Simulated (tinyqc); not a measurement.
Inside a calculation. Method: geometry optimisation on the UHF/sto-6g surface (energies and gradients from PySCF), for NH3+, spin multiplicity 2. Computed by tinyqc, a small Python program that keeps every step (integrals from PySCF). Settings: charge = 1, multiplicity = 2, basis = sto-6g, optimiser = bfgs, first Hessian = 0.6, largest step = 0.5, iteration cap = 30. Command: `OMP_NUM_THREADS=1 python tinyqc.py 28331 28332 out.jsonl` (the two numbers bound the seeds that draw the settings). One thread of a shared host (Intel(R) Xeon(R) Processor @ 2.60GHz), about 3 s of CPU time with the checks.

## Step 1: energy and gradient

positions at the start (bohr):
```
            x          y         z
1N   0.051023  -0.030236  1.035570
2H   1.615716   0.020787  0.026456
3H  -0.850377   1.432412  0.034015
4H  -0.842818  -1.460758  0.013228
```

Self-consistent energy and analytic gradient at these positions.

energy = -55.65826613 hartree

gradient (hartree/bohr):
```
              x            y            z
1N   0.07145693  -0.00903700   0.09795399
2H  -0.11276471   0.00097599  -0.00648087
3H   0.02055066  -0.03829173  -0.04857844
4H   0.02075712   0.04635274  -0.04289467
```

## Step 1: move

Quasi-Newton step p = -H^(-1) g (first H = 0.6 times the unit matrix); steps longer than 0.5 bohr are cut back.

positions after step 1 (bohr):
```
            x          y         z
1N  -0.068072  -0.015174  0.872313
2H   1.803657   0.019160  0.037258
3H  -0.884628   1.496232  0.114979
4H  -0.877413  -1.538013  0.084719
```

## Step 2: energy and gradient

As before.

energy = -55.69363276 hartree

gradient (hartree/bohr):
```
              x            y            z
1N  -0.08953540   0.00793182   0.05641439
2H   0.00395449   0.00184432  -0.04288693
3H   0.04682484  -0.07256983  -0.00499766
4H   0.03875606   0.06279369  -0.00852980
```

## Step 2: move

inverse Hessian in use (bohr^2/hartree):
```
            1          2          3          4          5          6          7          8
1    1.128261   0.054284  -0.008726   0.290534   0.005133  -0.158821   0.140611  -0.202243
2    0.054284   1.661548  -0.017823  -0.014955  -0.000838   0.021338  -0.021754   0.032976
3   -0.008726  -0.017823   2.654473  -0.752666   0.016998  -0.283861   0.402501  -0.668062
4    0.290534  -0.014955  -0.752666   2.090504  -0.015737   0.301342  -0.382693   0.618767
5    0.005133  -0.000838   0.016998  -0.015737   1.666907  -0.003302   0.005512  -0.009454
6   -0.158821   0.021338  -0.283861   0.301342  -0.003302   1.699904  -0.072473   0.129618
7    0.140611  -0.021754   0.402501  -0.382693   0.005512  -0.072473   1.792077  -0.216489
8   -0.202243   0.032976  -0.668062   0.618767  -0.009454   0.129618  -0.216489   2.038026
9    0.097880  -0.002992  -0.361642   0.225638  -0.007152   0.132291  -0.172708   0.281181
10   0.107260  -0.017576   0.358891  -0.331678   0.005092  -0.070048   0.116672  -0.200035
11   0.142826  -0.027019   0.668887  -0.588076   0.010051  -0.147654   0.232731  -0.394882
12   0.069668  -0.000523  -0.342304   0.225686  -0.006544   0.118332  -0.157321   0.257263

            9         10         11         12
1    0.097880   0.107260   0.142826   0.069668
2   -0.002992  -0.017576  -0.027019  -0.000523
3   -0.361642   0.358891   0.668887  -0.342304
4    0.225638  -0.331678  -0.588076   0.225686
5   -0.007152   0.005092   0.010051  -0.006544
6    0.132291  -0.070048  -0.147654   0.118332
7   -0.172708   0.116672   0.232731  -0.157321
8    0.281181  -0.200035  -0.394882   0.257263
9    1.782417  -0.150810  -0.271037   0.113601
10  -0.150810   1.774413   0.212519  -0.138033
11  -0.271037   0.212519   2.078517  -0.250197
12   0.113601  -0.138033  -0.250197   1.777037
```

Quasi-Newton step p = -H^(-1) g (the inverse Hessian comes from BFGS updates; coordinates in the order x, y, z of each atom); steps longer than 0.5 bohr are cut back (factor 0.959 here).

positions after step 2 (bohr):
```
            x          y         z
1N  -0.010727  -0.015718  0.596572
2H   1.984812   0.013877  0.132947
3H  -1.011685   1.703943  0.206275
4H  -0.988856  -1.739896  0.173476
```

## Convergence

Stop when the largest gradient component is below 3e-5 hartree/bohr. The inverse Hessian follows the BFGS update with s = step, y = change of gradient.

Course of the optimisation:
```
step   E (hartree)  largest gradient (hartree/bohr)
1     -55.65826613                         1.13e-01
2     -55.69363276                         8.95e-02
3     -55.72952276                         4.39e-02
4     -55.73457206                         1.95e-02
5     -55.73641254                         8.09e-03
6     -55.73679628                         1.49e-02
7     -55.73693381                         2.76e-03
8     -55.73693985                         4.42e-04
9     -55.73694015                         2.32e-04
10    -55.73694026                         8.26e-05
11    -55.73694032                         6.79e-05
12    -55.73694034                         2.48e-05
```

Final distances (angstrom):
```
pair   distance
2H-1N  1.054767
3H-1N  1.054783
3H-2H  1.826923
4H-1N  1.054753
4H-2H  1.826871
4H-3H  1.826941
```

Converged in 12 steps.
